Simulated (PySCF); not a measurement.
# H₄ClO+, an ion with solvent molecules: interaction energy

The task here is to estimate one member of a computed series from the others.

Computed with PySCF 2.14.0; each step states its level. No surroundings beyond the atoms listed, unless a continuum is named. Atoms count from 0, parts from 1.

### Starting point

6 atoms, charge 1, multiplicity 1; geometry: GFN2-xTB. Parts: 1 = atoms 0–3, `[OH3+]`, charge 1; 2 = atoms 4–5, `Cl`, charge 0.

Set-up of the first run:

Job settings and geometry (Å):

```
{"job": {"xc": "PBE0", "basis": "def2-TZVPD", "d3": "d3bj", "grid": 3, "kind": "geom", "shake": 0.01}, "charge": 1, "multiplicity": 1, "parts": [{"atoms": "0-3", "charge": 1, "multiplicity": 1}, {"atoms": "4-5", "charge": 0, "multiplicity": 1}]}
O     -0.044125    -0.047348     0.179571
H     -0.645929     0.779065    -0.264973
H     -0.322223    -0.893376    -0.208796
H      0.929844     0.134263     0.095497
Cl    -1.614319     2.115222    -0.958221
H     -2.157954     2.408373     0.178426
```

On the command line:

```
OMP_NUM_THREADS=1 python cluster_run.py task.json out
```

This one command runs all jobs of the session in turn.

Steps of the session up to this table: Relaxing the molecule at PBE0-D3(BJ)/def2-TZVPD; Coupled-cluster interaction energy: CCSD(T) and MP2, 1.85 Å; Coupled-cluster interaction energy: CCSD(T) and MP2, 1.95 Å; Coupled-cluster interaction energy: CCSD(T) and MP2, 2.04 Å; Coupled-cluster interaction energy: CCSD(T) and MP2, 1.76 Å; Coupled-cluster interaction energy: CCSD(T) and MP2, 2.32 Å; Coupled-cluster interaction energy: CCSD(T) and MP2, 1.67 Å; Coupled-cluster interaction energy: CCSD(T) and MP2, 2.78 Å; Coupled-cluster interaction energy: CCSD(T) and MP2, 3.71 Å.

One of the session's tables, all rows but one given; the rest of the session is left out.

It belongs to the step «Coupled-cluster interaction energy: CCSD(T) and MP2, 3.71 Å». 

```
                 method  interaction energy (kcal/mol)
         HF/aug-cc-pVDZ                          -3.50
        MP2/aug-cc-pVDZ                          -3.58
       CCSD/aug-cc-pVDZ                          -3.52
    CCSD(T)/aug-cc-pVDZ                              ?
         HF/aug-cc-pVQZ                          -3.46
        MP2/aug-cc-pVQZ                          -3.56
    SCS-MP2/aug-cc-pVQZ                          -3.50
      MP2, extrapolated                          -3.57
CCSD(T), limit estimate                          -3.52
```

Q: Estimate the row for CCSD(T)/aug-cc-pVDZ from the others.

The run gave: interaction energy (kcal/mol): -3.53. In the column «interaction energy (kcal/mol)» it lies between MP2/aug-cc-pVQZ (-3.56) and CCSD/aug-cc-pVDZ (-3.52).
